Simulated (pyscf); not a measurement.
Single points on ωB97X-D3(BJ)/def2-SVP structures (PySCF, gas phase).

Question: PBE/def2-TZVP puts the barrier of H₃C–ZnH + H₂Se → CH₄ + HZn–SeH (four-centre exchange; singlet surface; C–Zn, H–Se broken, C–H, Se–Zn formed) at 0.53 eV and the reaction energy at -1.37 eV, from the separated reactants. What do PBE0-D3(BJ)/def2-TZVP, M06-2X/def2-TZVP, ωB97M-D3(BJ)/def2-TZVP give on the same structures?

Answer: PBE0-D3(BJ): ΔE‡ = 0.52 eV, ΔE = -1.44 eV; M06-2X: ΔE‡ = 0.57 eV, ΔE = -1.55 eV; ωB97M-D3(BJ): ΔE‡ = 0.78 eV, ΔE = -1.39 eV. PBE's barrier matches one of them and lies within 0.25 eV of the others. Its reaction energy lies over all of them, by 0.02 to 0.17 eV. On the reactant side the descent ends in a complex, 0.25 eV under the separated species and 0.87 eV under the saddle at ωB97X-D3(BJ)/def2-TZVP. At ωB97X-D3(BJ)/def2-TZVP the barrier from the zero used here is 0.62 eV. This is the saddle that the search found; another between the same sides may lie lower. Elements up to Kr have no core potential and no relativistic terms here.
